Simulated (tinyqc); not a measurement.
Inside a calculation. Method: Hueckel theory of the pi electrons with the omega technique, for the molecule [CH2]C=C (SMILES; centres numbered as the heavy atoms are written). One step of it, computed by the program tinyqc.

Task: Orbitals, round 1. Diagonalise; E = alpha + x beta with beta < 0, so the largest x are filled first; degenerate levels share their electrons. P = sum n_i c_ri c_si; each orbital has its largest coefficient positive (the first on a tie).

Hueckel matrix in units of beta (H = alpha + beta A):
```
          1C        2C        3C
1C  0.000000  1.000000  0.000000
2C  1.000000  0.000000  1.000000
3C  0.000000  1.000000  0.000000
```

pi electrons, sum of z_r less the charge = 3

Give: x values; occupations; coefficients; charge and bond-order matrix P.

Result:

x values: 1.4142  0.0000  -1.4142

occupations: 2.0000  1.0000  0.0000

coefficients:
```
       MO1      MO2      MO3
1C  0.5000   0.7071  -0.5000
2C  0.7071   0.0000   0.7071
3C  0.5000  -0.7071  -0.5000
```

charge and bond-order matrix P:
```
        1C      2C      3C
1C  1.0000  0.7071  0.0000
2C  0.7071  1.0000  0.7071
3C  0.0000  0.7071  1.0000
```
